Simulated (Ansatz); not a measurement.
# Cost against result

The pair of NH$_{3}$ (SMILES N, atoms 1–4) and CH$_{3}$Cl (SMILES CCl, atoms 5–9), both closed shells, in one local arrangement (a lower one may exist), relaxed at PBE0-D4/def2-TZVP:

```tsv
atom	x (Å)	y (Å)	z (Å)
N1	0.1308	0.1063	-1.7662
H2	-0.1469	-0.7860	-1.3726
H3	-0.5973	0.3897	-2.4102
H4	0.9671	-0.0551	-2.3137
C5	-0.0305	0.2171	1.5928
Cl6	-0.4925	-1.4853	1.3518
H7	-0.8474	0.7204	2.1048
H8	0.1472	0.6522	0.6105
H9	0.8695	0.2407	2.2028
```

Interaction energies are counterpoise-corrected; the time is that of the whole pair.

Computed with Ansatz 0.2.0 (basis: as named in each row); correlated methods freeze the cores. B3LYP uses VWN-RPA correlation. Extrapolation: Hartree–Fock as exp(−7.88 √X), correlation as X^−2.97.

Times are rough, for one single point on 4 threads of a shared host (Intel Xeon Platinum 8259CL).

The estimate by CCSD(T) at an estimated basis limit (MP2 extrapolated from triple and quadruple zeta, plus CCSD(T) − MP2 in triple zeta) is -0.137 eV.

```
   method        basis  time (s)  interaction energy (eV)  method less estimate
       HF       STO-3G   under 1                   -0.049                 0.089
   PBE-D4       STO-3G   under 1                   -0.154                -0.017
    SPW92     def2-SVP   under 1                   -0.241                -0.104
 B3LYP-D4        6-31G   under 1                   -0.209                -0.072
   PBE-D4     def2-SVP   under 1                   -0.166                -0.029
  PBE0-D4     def2-SVP   under 1                   -0.163                -0.025
  CCSD(T)     def2-SVP         1                   -0.080                 0.057
   PBE-D4  def2-TZVPPD         2                   -0.150                -0.013
revPBE-D4  def2-TZVPPD         2                   -0.129                 0.008
  BLYP-D4  def2-TZVPPD         2                   -0.129                 0.008
  wB97M-V     def2-SVP         2                   -0.146                -0.009
  PBE0-D4  def2-TZVPPD         2                   -0.146                -0.009
r2SCAN-D4  def2-TZVPPD         2                   -0.135                 0.002
 B3LYP-D4  def2-TZVPPD         2                   -0.137                 0.000
 HSE06-D4  def2-TZVPPD         3                   -0.146                -0.008
   B2PLYP  def2-TZVPPD         5                   -0.101                 0.036
   B97M-V  def2-TZVPPD         6                   -0.140                -0.003
  wB97X-V  def2-TZVPPD         6                   -0.136                 0.001
  wB97M-V  def2-TZVPPD         6                   -0.136                 0.001
      MP2  def2-QZVPPD        12                   -0.135                 0.003
  CCSD(T)  def2-TZVPPD        40                   -0.122                 0.016
```

No T1 diagnostic of these runs exceeds 0.009.
